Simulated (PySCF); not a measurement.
Compound: C4H8FN.
Atom-mapped SMILES: `[H]/[N:3]=[C:2](\[CH3:1])[C@H:4]([CH3:5])[F:6]` (hydrogens: H7, H8, H9 on C1; H10 on N3; H11 on C4; H12, H13, H14 on C5)

The closed-shell SCF was solved with PySCF and density fitting under several settings on one GFN2-xTB geometry (grid level 2 and gas phase unless stated).

```json
{"settings": "PBE0/pcSseg-1", "basis functions": "142", "SCF cycles": "14", "E (Eh)": "-311.4398", "HOMO (eV)": "-7.48", "LUMO (eV)": "-0.03", "dipole (D)": "1.53"}
{"settings": "PBE0/def2-SVPD", "basis functions": "187", "SCF cycles": "14", "E (Eh)": "-311.2642", "HOMO (eV)": "-7.56", "LUMO (eV)": "-0.21", "dipole (D)": "1.54"}
```

**Question.** Estimate the row for these settings: PBE0/aug-pcSseg-1.

**Answer.** 
```
         settings  basis functions  SCF cycles     E (Eh)  HOMO (eV)  LUMO (eV)  dipole (D)
PBE0/aug-pcSseg-1              228          14  -311.4572      -7.58      -0.27        1.52
```

**Question.** Over all rows, what range does the HOMO–LUMO gap span?

**Answer.** From 7.31 eV (PBE0/aug-pcSseg-1) to 7.45 eV (PBE0/pcSseg-1).

**Question.** And the dipole moment?

**Answer.** From 1.52 D (PBE0/aug-pcSseg-1) to 1.54 D (PBE0/def2-SVPD); the largest is 1.01 times the smallest, and the median is 1.53 D.

**Question.** Compare two rows with the functional PBE0: PBE0/pcSseg-1 and PBE0/def2-SVPD. Which energy is lower, and by how much?

**Answer.** PBE0/pcSseg-1 (142 functions) lies 0.1756 Eh or 110 kcal/mol below PBE0/def2-SVPD (187 functions). The smaller set gives the lower energy; the two sets aren't nested, so the variational bound doesn't order them by size.

Whole jobs, the steps after the SCF included, on Intel Xeon Platinum 8488C, one thread, on a shared host:

```json
{"settings": "PBE0/pcSseg-1", "work after the SCF": "shieldings, charges and field gradients", "wall time": "16 s", "peak memory": "0.69 GiB"}
{"settings": "PBE0/def2-SVPD", "work after the SCF": "6 singlets by full TDDFT, 2 Tamm–Dancoff triplets, polarisability", "wall time": "27 s", "peak memory": "0.76 GiB"}
{"settings": "PBE0/aug-pcSseg-1", "work after the SCF": "shieldings", "wall time": "38 s", "peak memory": "0.82 GiB"}
```

Cycle counts include a coarse-grid stage where the run had one.

Shape of the structure used: `[H]/[N:3]=[C:2](\[CH3:1])[C@H:4]([CH3:5])[F:6]`: C1–C2–C4–C5 98°.

One conformer stands for the species.
